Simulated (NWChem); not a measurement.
Ionisation of F$_{4}$Si

SMILES: F[Si](F)(F)F
```xyz
5

F      0.0000    -1.2951    -0.9158
Si     0.0000     0.0000     0.0000
F      0.0000     1.2951    -0.9158
F      1.2951     0.0000     0.9158
F     -1.2951     0.0000     0.9158
```
Charge 0, spin multiplicity 1.

All runs are NWChem calculations. All single points use one geometry, from PBE0/def2-SVP, a minimum by its harmonic frequencies.

Basis set: def2-TZVP. The species with one electron less has spin multiplicity 2 and keeps the geometry of the parent. Δ marks differences of total energies (open shells unrestricted). The time of a Δ row sums both runs. −ε marks an orbital energy of the parent. That orbital need not have the symmetry of the hole or added electron in the Δ rows.

The cost column gives rough processor time relative to −ε(HOMO) of BHandHLYP; each entry includes its own SCF.

The correlated methods keep 9 core orbitals frozen. B3LYP has NWChem's definition, with VWN1-RPA local correlation. GW and range-separated runs recompute their integrals, the others keep them in memory, which bears on the times. The structure started from a generated list of species. No SCF solution was tested for a lower state.

```csv
method,first vertical ionisation energy (eV),relative cost,remark
−ε(HOMO) of BHandHLYP,14.93,1,-
−ε(HOMO) of PBE,(withheld),under 3,-
−ε(HOMO) of B3LYP,12.44,under 3,-
−ε(HOMO) of HF,18.47,under 3,-
−ε(HOMO) of r2SCAN,11.14,under 3,-
G0W0@HF,16.77,4,-
ΔBHandHLYP,16.33,4,"far above the rest, perhaps a higher state"
G0W0@PBE0,15.78,4,-
G0W0@PBE,15.13,4,-
ΔB3LYP,(withheld),4,-
ΔPBE,(withheld),5,-
Δr2SCAN,14.78,8,-
ΔB2PLYP,(withheld),20,-
```

**Question.** Some entries are withheld; supply them.

**Answer.** 
- −ε(HOMO) of PBE, first vertical ionisation energy (eV): 10.58
- ΔB3LYP, first vertical ionisation energy (eV): 15.29
- ΔPBE, first vertical ionisation energy (eV): 14.35
- ΔB2PLYP, first vertical ionisation energy (eV): 15.66
